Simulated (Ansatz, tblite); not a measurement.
# (NaOH)2 ring (Na₂H₂O₂): removing and adding an electron

The task here is to estimate one member of a computed series from the others.

Method: as each input shows; program: Ansatz 0.2.0, Gaussian basis.

Levels to be run: charge +1 doublet, at the geometry of the singlet (PBE0-D4/def2-TZVP, PBE-D4/def2-TZVP, r2SCAN-D4/def2-TZVP, CCSD(T)/def2-TZVPP); charge -1 doublet, at the geometry of the singlet (PBE0-D4/def2-TZVPD, PBE-D4/def2-TZVPD, r2SCAN-D4/def2-TZVPD); the starting singlet's energies come from earlier runs.

## The relaxed structure

The geometry is that of the singlet, from an earlier relaxation (r2SCAN-D4/def2-TZVP).

6 atoms, charge 0, spin multiplicity 1.

Atoms are counted from 1 here; the program's logs count them from 0.

Bond lengths: Na1–O2 2.119 Å, Na1–O4 2.119 Å, O2–Na3 2.119 Å, O2–H5 0.957 Å, Na3–O4 2.119 Å, O4–H6 0.957 Å. Angles: O2–Na1–O4 96.2°, Na1–O2–Na3 83.8°, Na1–O2–H5 138.1°, Na3–O2–H5 138.1°, O2–Na3–O4 96.2°, Na1–O4–Na3 83.8°, Na1–O4–H6 138.1°, Na3–O4–H6 138.1°.

The first run:

Input file in.yaml:

```yaml
crystal:
  periodic: [false, false, false]
  atoms:
    - {symbol: Na, position_ang: [0.675923, -0.975761, -0.769698]}
    - {symbol: O, position_ang: [1.385231, 0.563966, 0.501573]}
    - {symbol: Na, position_ang: [-0.675925, 0.975877, 0.769567]}
    - {symbol: O, position_ang: [-1.385228, -0.563807, -0.501759]}
    - {symbol: H, position_ang: [2.225128, 0.905997, 0.806216]}
    - {symbol: H, position_ang: [-2.225129, -0.906282, -0.805889]}
basis:
  gaussian: {orbitals: def2-SVP}
total_charge: 1
magnetization: {spin_polarized: true, initial_magnetization: 1}
hamiltonian: {xc: pbe0, dispersion: d4}
output: {orbitals: {seedname: orbitals}}
```

Run with:

```bash
$ ansatz run in.yaml --threads 4 --pin off --events-out ev --progress --plain --max-ram 3916MiB
```

Among the steps run: Charge +1 doublet at the fixed geometry, first pass, PBE0-D4/def2-SVP; Charge +1 doublet at the fixed geometry, PBE0-D4/def2-TZVP; Charge +1 doublet at the fixed geometry, PBE-D4/def2-TZVP; Charge +1 doublet at the fixed geometry, r2SCAN-D4/def2-TZVP; Charge +1 doublet at the fixed geometry, CCSD(T)/def2-TZVPP.

One of the session's tables, all rows but one given; the rest of the session is left out.

It belongs to the step «Vertical ionisation energy». 

| method | vertical ionisation energy (eV) |
| --- | --- |
| HF/def2-TZVPP | 6.98 |
| PBE-D4/def2-TZVP | 7.66 |
| r2SCAN-D4/def2-TZVP | 7.72 |
| PBE0-D4/def2-TZVP | 8.01 |
| MP2/def2-TZVPP | 9.01 |
| CCSD/def2-TZVPP | 8.62 |
| CCSD(T)/def2-TZVPP | ? |

**Question.** Estimate the row for CCSD(T)/def2-TZVPP.

The run gave: vertical ionisation energy (eV): 8.71. In the column «vertical ionisation energy (eV)» it lies between CCSD/def2-TZVPP (8.62) and MP2/def2-TZVPP (9.01).
